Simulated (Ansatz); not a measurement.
Basis-set extrapolation for `[BH2][AlH][SiH3]` (PBE0-D4/def2-TZVP geometry, frozen core, Ansatz 0.2.0). Multiplicity 1, RHF reference.

```
                      def2-TZVPP   def2-QZVPP
                 HF  -558.993075  -559.010283
    MP2 correlation    -0.305446    -0.326523
CCSD(T) correlation    -0.375440      not run
```

Energies in hartree. Use E(X) = E(∞) + A·exp(−7.88·√X) for Hartree–Fock and E(X) = E(∞) + B·X^(−2.97) for correlation, with X = 3 and 4, and add CCSD(T) minus MP2 of the smaller set to the MP2 limit.

Task: What is the CCSD(T) energy at the basis-set limit?

Result: HF limit: -559.010283 + (-0.017208) × 0.13774 = -559.01265. MP2 limit: -0.326523 + (-0.021077) × 0.74074 = -0.34214. Higher-order term: -0.375440 − (-0.305446) = -0.06999. Total: -559.42478 hartree, 1.53 eV below CCSD(T)/def2-TZVPP.
